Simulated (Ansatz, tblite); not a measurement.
Spin states of the cluster Mg2Al (the lowest doublet isomer of a short search), each relaxed with r2SCAN-D4/def2-TZVP in Ansatz. Electronic energies in the gas phase.

The xTB rows come from tblite. Correlated methods freeze 7 core orbitals; core or outer-core shells of Mg are correlated, in sets that lack core-valence functions. The structure comes from a short search, and lower isomers may exist.

Doublet geometry (C2v within 0.1 Å):

Cartesian coordinates in Å:
```
Al 0.159 0.654 -1.343
Mg 0.072 -1.716 0.013
Mg -0.231 1.062 1.330
```

Quartet geometry (C2v within 0.1 Å):

```csv
atom,x (Å),y (Å),z (Å)
Al1,1.6763,0.3937,0.0000
Mg2,-0.5306,-1.5060,0.1795
Mg3,-1.1457,1.1123,-0.1795
```

⟨S²⟩: doublet 0.77 at PBE0-D4/def2-TZVP (pure 0.75), quartet 3.78 at PBE0-D4/def2-TZVP (pure 3.75).

Run but left out: HF/def2-TZVP, HF/def2-TZVPP, MP2/def2-TZVP, MP2/def2-TZVPP, CCSD/def2-TZVPP, CCSD(T)/def2-TZVPP (doublet: ⟨S²⟩ 1.70, where a pure state has 0.75).

Only these spin states were relaxed.

Problem. Estimate which spin state lies lowest at each of these levels, and by how much: GFN1-xTB; GFN2-xTB; PBE-D4/def2-TZVP; BLYP-D4/def2-TZVP; r2SCANh-D4/def2-TZVP; PBE0-D4/def2-TZVP; ωB97M-V/def2-TZVP; RPA@PBE/def2-TZVP.

Solution. 
```
               level  quartet − doublet (kcal/mol)  lowest of these
            GFN1-xTB                         126.1          doublet
            GFN2-xTB                          51.1          doublet
    PBE-D4/def2-TZVP                          28.4          doublet
   BLYP-D4/def2-TZVP                          31.7          doublet
r2SCANh-D4/def2-TZVP                          23.8          doublet
   PBE0-D4/def2-TZVP                          26.6          doublet
   ωB97M-V/def2-TZVP                          34.1          doublet
   RPA@PBE/def2-TZVP                          28.4          doublet
```

Change of the quartet − doublet gap on mixing in exact exchange, in kcal/mol: PBE to PBE0 (25 % exact exchange) -1.8. The xTB methods have no term that favours high spin, so they put low spin too low.
